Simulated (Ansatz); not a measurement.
Species: C₂H₅, SMILES `[CH2]C` (charge 0, multiplicity 2).

Task: Give a relaxed geometry from PBE-D3(BJ)/def2-TZVP (Ansatz, a program for electronic structure).

Result: the end point of this relaxation (outside a Z-matrix the atoms follow the SMILES, hydrogens last).
Z-matrix (Å, degrees):
```
C
H 1 1.1005
H 1 1.1011 2 108.28
H 1 1.1101 2 106.14 3 -113.38
C 1 1.4828 2 112.05 4 -122.58
H 5 1.0895 1 121.05 2 31.07
H 5 1.0897 6 117.59 1 -172.53
```
